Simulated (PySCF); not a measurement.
Basis-set dependence of population analyses: vinyl ether

Vinyl ether, C₄H₆O.
Geometry (PBE0-D3(BJ)/def2-SVP, Å), atoms numbered from 1 in this order:
```xyz
11
C4H6O angstrom
C     -2.2562    0.6921    0.0545
C     -1.1812   -0.0885    0.1375
O      0.0737    0.3884   -0.0281
C      1.1124   -0.4759    0.0144
C      2.3730   -0.0828   -0.1535
H     -2.1634    1.7594   -0.1540
H     -3.2468    0.2613    0.1988
H     -1.2470   -1.1643    0.3459
H      0.8394   -1.5229    0.2000
H      2.6175    0.9647   -0.3394
H      3.1767   -0.8170   -0.1054
```

PBE0 throughout (PySCF), one geometry, spherical d and f functions. Geometry: PBE0-D3(BJ)/def2-SVP, one conformer, isolated molecule. Atoms taken as equivalent share a column and are averaged.

Mulliken charges (e):

```csv
basis,functions,C1/C5,C2/C4,O3,H6/H10,H7/H11,H8/H9
STO-3G,31,-0.200,+0.024,-0.167,+0.089,+0.088,+0.083
6-31G,57,-0.404,+0.160,-0.531,+0.178,+0.165,+0.168
pcSseg-0,57,-0.458,+0.098,-0.644,+0.237,+0.222,+0.223
6-31G*,82,-0.467,+0.154,-0.434,+0.186,+0.179,+0.165
def2-SVP,100,-0.130,+0.106,-0.263,+0.063,+0.057,+0.034
cc-pVDZ,100,-0.094,+0.060,-0.196,+0.052,+0.051,+0.029
pcSseg-1,115,-0.221,+0.047,-0.392,+0.134,+0.131,+0.105
aug-cc-pVDZ,169,+0.607,+1.022,-0.589,-0.458,-0.313,-0.564
"6-311+G(2d,p)",171,-0.499,+0.261,-0.224,+0.125,+0.122,+0.103
def2-TZVP,191,-0.316,+0.030,-0.173,+0.135,+0.138,+0.099
cc-pVTZ,234,-0.321,+0.051,-0.126,+0.123,+0.126,+0.083
IGLO-III,235,-0.294,+0.131,-0.236,+0.109,+0.107,+0.065
```

IAO charges (e):

```
        basis  functions   C1/C5   C2/C4      O3  H6/H10  H7/H11   H8/H9
       STO-3G         31  -0.318  -0.020  -0.134  +0.142  +0.141  +0.122
        6-31G         57  -0.369  +0.034  -0.259  +0.167  +0.163  +0.135
     pcSseg-0         57  -0.364  +0.041  -0.255  +0.162  +0.157  +0.131
       6-31G*         82  -0.372  +0.064  -0.271  +0.159  +0.158  +0.127
     def2-SVP        100  -0.368  +0.064  -0.265  +0.156  +0.155  +0.126
      cc-pVDZ        100  -0.379  +0.063  -0.266  +0.159  +0.160  +0.130
     pcSseg-1        115  -0.376  +0.061  -0.274  +0.160  +0.160  +0.131
  aug-cc-pVDZ        169  -0.389  +0.062  -0.278  +0.164  +0.166  +0.136
6-311+G(2d,p)        171  -0.389  +0.062  -0.280  +0.165  +0.166  +0.136
    def2-TZVP        191  -0.389  +0.065  -0.279  +0.164  +0.165  +0.134
      cc-pVTZ        234  -0.390  +0.065  -0.277  +0.164  +0.165  +0.134
     IGLO-III        235  -0.390  +0.063  -0.280  +0.165  +0.166  +0.136
```

Which scheme is steadiest as the basis changes?

Largest range over the bases for any column: IAO 0.15 e, Mulliken 1.11 e. IAO charges move least and Mulliken charges most, counted in e. Without the minimal STO-3G basis the ranges are IAO 0.03, Mulliken 1.11 e.

How much do the charges still move between the two largest bases, cc-pVTZ and IGLO-III?

At most, over all atoms: Mulliken 0.110 e, IAO 0.003 e.

What do the same runs give for the total energy, the frontier levels and the dipole moment?

| basis | energy (Eh) | HOMO (eV) | LUMO (eV) | μ (D) |
| --- | --- | --- | --- | --- |
| STO-3G | -228.0017 | -3.92 | 3.23 | 1.14 |
| 6-31G | -230.8505 | -6.14 | 0.61 | 1.57 |
| pcSseg-0 | -230.3945 | -6.40 | 0.38 | 1.70 |
| 6-31G* | -230.9148 | -6.11 | 0.72 | 1.31 |
| def2-SVP | -230.7547 | -6.34 | 0.41 | 1.34 |
| cc-pVDZ | -230.9366 | -6.26 | 0.49 | 1.26 |
| pcSseg-1 | -230.8972 | -6.43 | 0.27 | 1.39 |
| aug-cc-pVDZ | -230.9519 | -6.45 | 0.05 | 1.16 |
| 6-311+G(2d,p) | -230.9910 | -6.46 | 0.09 | 1.22 |
| def2-TZVP | -231.0117 | -6.44 | 0.22 | 1.23 |
| cc-pVTZ | -231.0054 | -6.41 | 0.30 | 1.22 |
| IGLO-III | -231.0162 | -6.46 | 0.13 | 1.21 |

The dipole is fixed by the density alone, so its range of 0.56 D shows that the density itself changes with the basis, not only its division among atoms.
